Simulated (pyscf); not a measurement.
Four-centre exchange: `[O]=[Nb]([OH])([OH])[OH]` + `[H][H]` → `[O]=[NbH]([OH])[OH]` + `[OH2]`

Gas phase, singlet surface, charge 0. Bonds broken: Nb1–O2, H9–H10. Bonds formed: Nb1–H9, O2–H10. PySCF, gas phase, ωB97X-D3(BJ)/def2-SVP geometries.

Transition state (Å):

```xyz
10

Nb    -0.7379     0.0109    -0.3891
O      0.0040     1.3094     1.1376
O      0.0352    -1.4425    -0.0318
O      0.2083     0.9251    -1.7521
O     -2.3862    -0.3898    -1.2322
H      0.7889     1.0347     1.6306
H      1.0445     0.7948    -2.2086
H     -2.9916    -1.1361    -1.1969
H     -1.8717     0.2242     1.2579
H     -1.0418     0.7733     1.5005
```

One imaginary mode, 1169i cm⁻¹; descent along it reached the two sides named, in the forms told below.

```json
[
 {"bond": "Nb1–O2", "change": "breaks", "reactant side (Å)": "1.900", "saddle": "2.137", "product side": "2.409"},
 {"bond": "H9–H10", "change": "breaks", "reactant side (Å)": "0.760", "saddle": "1.024", "product side": "2.304"},
 {"bond": "Nb1–H9", "change": "forms", "reactant side (Å)": "3.5", "saddle": "2.011", "product side": "1.802"},
 {"bond": "O2–H10", "change": "forms", "reactant side (Å)": "2.8", "saddle": "1.230", "product side": "0.967"}
]
```

Electronic energies relative to the separated reactants (eV):

```tsv
level	barrier	reaction energy	reverse barrier
ωB97X-D3(BJ)/def2-TZVP	1.43	+1.33	0.10
PBE/def2-TZVP	1.29	+1.30	-0.01
r²SCAN/def2-TZVP	1.34	+1.40	-0.06
B3LYP-D3(BJ)/def2-TZVP	1.44	+1.32	0.12
PBE0-D3(BJ)/def2-TZVP	1.32	+1.26	0.06
M06-2X/def2-TZVP	1.48	+1.33	0.15
ωB97M-D3(BJ)/def2-TZVP	1.44	+1.24	0.20
```

With ωB97M-D3(BJ)/def2-TZVP energies and thermal terms (ideal gas, 1 atm, RRHO with modes under 100 cm⁻¹ raised to 100, one conformer, R ln 2 for chiral ones without a mode under 150 cm⁻¹), in eV:

| T (K) | ΔH‡ | ΔG‡ | ΔH | ΔG |
|---|---|---|---|---|
| 298 | 1.48 | 1.82 | +1.35 | +1.24 |
| 600 | 1.44 | 2.19 | +1.30 | +1.15 |
| 900 | 1.42 | 2.57 | +1.25 | +1.09 |
| 1200 | 1.43 | 2.95 | +1.22 | +1.04 |

On the product side the descent ends in an adduct with a Nb–O contact, 0.55 eV under the separated species and 0.66 eV under the saddle at ωB97X-D3(BJ)/def2-TZVP. At PBE, r²SCAN the saddle lies under the separated products, which points to a path from their complex (located at ωB97X-D3(BJ) alone), and parting the products costs more than the saddle. What is counted as broken (Nb–O) persists as a longer contact in the product adduct; parting that adduct is a step of its own. At the saddle there is also a short H–Nb contact that neither side keeps. This is the saddle that the search found; another between the same sides may lie lower. Elements past Kr carry the def2 core potentials, without spin-orbit coupling.
